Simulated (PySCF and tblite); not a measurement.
The numbers below are computed, except where a source is named.
C₆H₆, numbered as in [CH2:1]=[C:2]1[CH:3]=[CH:4][CH:5]=[CH:6]1.

Geometries GFN2-xTB; weights from B3LYP-D3(BJ)/def2-SVP (IEF-PCM, chloroform) energies and GFN2-xTB thermal corrections, with symmetry numbers and mirror pairs. Conformers within 2.5 kcal/mol (GFN2-xTB free energy) were kept, 6 at most. GIAO shieldings: KT2/pcSseg-1 (IEF-PCM, chloroform). Shifts are against TMS (¹H), TMS (¹³C) at the same level. Run with PySCF (density fitting) and tblite.

Problem. Predict the averaged NMR shifts at 298.15 K.

Solution. ¹H: 6.66 (H4/H5, 2H), 6.27 (H1, 2H), 6.19 (H3/H6, 2H) ppm. ¹³C: 150.6 (C2), 131.0 (C4/C5), 126.7 (C1), 120.2 (C3/C6) ppm.

Shifts are unscaled: against experiment ¹³C can be off by 15 ppm or more and ¹H by 0.8 ppm.
